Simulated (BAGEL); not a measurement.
**CHF2O (SMILES [O]C(F)F) at ROHF/6-31G(d) (density fitting with qzvpp-jkfit, spherical functions)**

Aim: the vertical doublet–quartet gap of CHF2O at ROHF/6-31G* (density fitting with qzvpp-jkfit, spherical functions), from 2 runs. 

The results are computed with BAGEL 1.2.2.

1 further run of the same task is left out (it didn't finish).

## Step 1: The molecule

The species is CHF2O (5 atoms), meant as a doublet with charge 0. As SMILES, `[O]C(F)F`. The shape is that of a PBE0-D4/def2-TZVP optimisation.

Bond lengths: O1–C2 1.320 Å, C2–F3 1.347 Å, C2–F4 1.347 Å, C2–H5 1.113 Å. Angles: O1–C2–F3 113.9°, O1–C2–F4 113.9°, F3–C2–F4 106.7°, O1–C2–H5 103.3°, F3–C2–H5 109.5°, F4–C2–H5 109.5°.

## Step 2: The energy at ROHF/6-31G(d) (density fitting with qzvpp-jkfit, spherical functions)

File input.json:

```json
{ "bagel": [

{
  "title": "molecule",
  "basis": "6-31gs.json",
  "df_basis": "qzvpp-jkfit",
  "angstrom": true,
  "geometry": [
    { "atom": "O", "xyz": [   -0.541600,   -0.387700,    1.137900 ] },
    { "atom": "C", "xyz": [    0.011000,    0.001200,    0.004100 ] },
    { "atom": "F", "xyz": [    1.102700,   -0.708000,   -0.342800 ] },
    { "atom": "F", "xyz": [   -0.825400,   -0.034200,   -1.051500 ] },
    { "atom": "H", "xyz": [    0.303300,    1.055000,    0.210800 ] }
  ]
},
{
  "title": "rohf",
  "nopen": 1
},
{
  "title": "print",
  "file": "orbitals.molden",
  "orbitals": true
}

]}
```

The basis set 6-31G* is read from a file made from the Basis Set Exchange's data (not shown).

Launch:

```
$ BAGEL_NUM_THREADS=1 BAGEL input.json > input.out
```

Log:

```text
* using 1 threads per process

  ===============================================================
  ===============================================================

  *** Geometry ***

  { "atom" : "O", "xyz" : [     -1.023476,     -0.732647,      2.150319 ] },
  { "atom" : "C", "xyz" : [      0.020787,      0.002268,      0.007748 ] },
  { "atom" : "F", "xyz" : [      2.083801,     -1.337926,     -0.647798 ] },
  { "atom" : "F", "xyz" : [     -1.559780,     -0.064629,     -1.987047 ] },
  { "atom" : "H", "xyz" : [      0.573154,      1.993661,      0.398354 ] },

  Number of auxiliary basis functions:      324

  Since a DF basis is specified, we compute 2- and 3-index integrals:
    o Being stored without compression. Storage requirement is 0.009 GB

  Number of basis functions:       58
  Number of electrons      :       33

    * METHOD: MOLECULE                             0.07

  *** Open-shell HF ***

  === Nuclear Repulsion ===
   125.3716852213

      * DIIS with orbital gradients will be used.

  === ROHF iteration (6-31gs.json) ===
      0       -311.78636667          0.06718847           0.03
      1       -311.96998423          0.04957183           0.03
      2       -312.06644208          0.02970156           0.03
      3       -312.12173844          0.00507816           0.03
      4       -312.13172670          0.00215211           0.03
      5       -312.13368667          0.00126571           0.03
      6       -312.13443528          0.00079010           0.03
      7       -312.13487925          0.00043039           0.03
      8       -312.13505771          0.00019055           0.03
      9       -312.13508933          0.00005780           0.03
     10       -312.13509280          0.00002222           0.03
     11       -312.13509254          0.00001009           0.03
     12       -312.13509363          0.00000348           0.03
     13       -312.13509355          0.00000146           0.03
     14       -312.13509369          0.00000094           0.03
     15       -312.13509373          0.00000065           0.03
     16       -312.13509374          0.00000032           0.03
     17       -312.13509375          0.00000016           0.03
     18       -312.13509375          0.00000008           0.03
     19       -312.13509375          0.00000004           0.03
     20       -312.13509375          0.00000002           0.03
     21       -312.13509375          0.00000002           0.03
     22       -312.13509375          0.00000002           0.03
     23       -312.13509375          0.00000002           0.03
     24       -312.13509375          0.00000002           0.03
     25       -312.13509375          0.00000001           0.03
    * SCF iteration converged.

    * S^2 (ROHF) is 0.7500

    * Permanent dipole moment:
           (   -0.118765,    -0.545595,    -0.195529) a.u.

    * METHOD: ROHF                                 0.90

    * METHOD: PRINT                                0.01

  ===============================================================
```

Run time: 1.1 s. Hardware: 1 thread of Arm Neoverse V2, shared host; peak memory 0.082 GiB.

## Step 3: The quartet, same level

File input.json:

```json
{ "bagel": [

{
  "title": "molecule",
  "basis": "6-31gs.json",
  "df_basis": "qzvpp-jkfit",
  "angstrom": true,
  "geometry": [
    { "atom": "O", "xyz": [      -0.541600,      -0.387700,       1.137900 ] },
    { "atom": "C", "xyz": [       0.011000,       0.001200,       0.004100 ] },
    { "atom": "F", "xyz": [       1.102700,      -0.708000,      -0.342800 ] },
    { "atom": "F", "xyz": [      -0.825400,      -0.034200,      -1.051500 ] },
    { "atom": "H", "xyz": [       0.303300,       1.055000,       0.210800 ] }
  ]
},

{
  "title": "rohf",
  "nopen": 3
},

{
  "title": "print",
  "file": "orbitals.molden",
  "orbitals": true
}

]}
```

The basis set 6-31G* is read from a file made from the Basis Set Exchange's data (not shown).

Launch:

```
$ BAGEL_NUM_THREADS=1 BAGEL input.json > input.out
```

Log:

```text
* using 1 threads per process

  ===============================================================
  ===============================================================

  *** Geometry ***

  { "atom" : "O", "xyz" : [     -1.023476,     -0.732647,      2.150319 ] },
  { "atom" : "C", "xyz" : [      0.020787,      0.002268,      0.007748 ] },
  { "atom" : "F", "xyz" : [      2.083801,     -1.337926,     -0.647798 ] },
  { "atom" : "F", "xyz" : [     -1.559780,     -0.064629,     -1.987047 ] },
  { "atom" : "H", "xyz" : [      0.573154,      1.993661,      0.398354 ] },

  Number of auxiliary basis functions:      324

  Since a DF basis is specified, we compute 2- and 3-index integrals:
    o Being stored without compression. Storage requirement is 0.009 GB

  Number of basis functions:       58
  Number of electrons      :       33

    * METHOD: MOLECULE                             0.07

  *** Open-shell HF ***

  === Nuclear Repulsion ===
   125.3716852213

      * DIIS with orbital gradients will be used.

  === ROHF iteration (6-31gs.json) ===
      0       -311.45288126          0.05029125           0.03
      1       -311.57323119          0.03953975           0.03
      2       -311.64545244          0.02577483           0.03
      3       -311.69705318          0.00422079           0.03
      4       -311.71272521          0.00226504           0.03
      5       -311.71745889          0.00157183           0.03
      6       -311.71984543          0.00066484           0.03
      7       -311.72015950          0.00052041           0.03
      8       -311.72034956          0.00044050           0.03
      9       -311.72042823          0.00031247           0.03
     10       -311.72051944          0.00020415           0.03
     11       -311.72057444          0.00013422           0.03
     12       -311.72059726          0.00007278           0.03
     13       -311.72063236          0.00004420           0.03
     14       -311.72063002          0.00002233           0.03
     15       -311.72063974          0.00001183           0.03
     16       -311.72063928          0.00000231           0.03
     17       -311.72064118          0.00000082           0.03
     18       -311.72064133          0.00000038           0.03
     19       -311.72064132          0.00000018           0.03
     20       -311.72064132          0.00000007           0.03
     21       -311.72064135          0.00000003           0.03
     22       -311.72064135          0.00000001           0.03
     23       -311.72064135          0.00000001           0.03
    * SCF iteration converged.

    * S^2 (ROHF) is 3.7500

    * Permanent dipole moment:
           (    0.388272,     0.918959,    -0.182540) a.u.

    * METHOD: ROHF                                 0.82

    * METHOD: PRINT                                0.01

  ===============================================================
```

It took 1.1 s on 1 thread of Arm Neoverse V2, shared host; peak memory 0.082 GiB.

## Step 4: What came out

At ROHF/6-31G* (density fitting with qzvpp-jkfit, spherical functions):

| quantity | value |
| --- | --- |
| doublet: total energy | -312.13509 Eh |
| doublet: dipole moment | 1.50 D |
| doublet: ⟨S²⟩ | 0.750 |
| quartet: total energy | -311.72064 Eh |
| quartet: dipole moment | 2.58 D |
| quartet: ⟨S²⟩ | 3.750 |
| vertical energy of the quartet above the doublet | 11.278 eV |

What this shows: At this shape the quartet lies 11.28 eV (1088 kJ/mol) above the doublet.
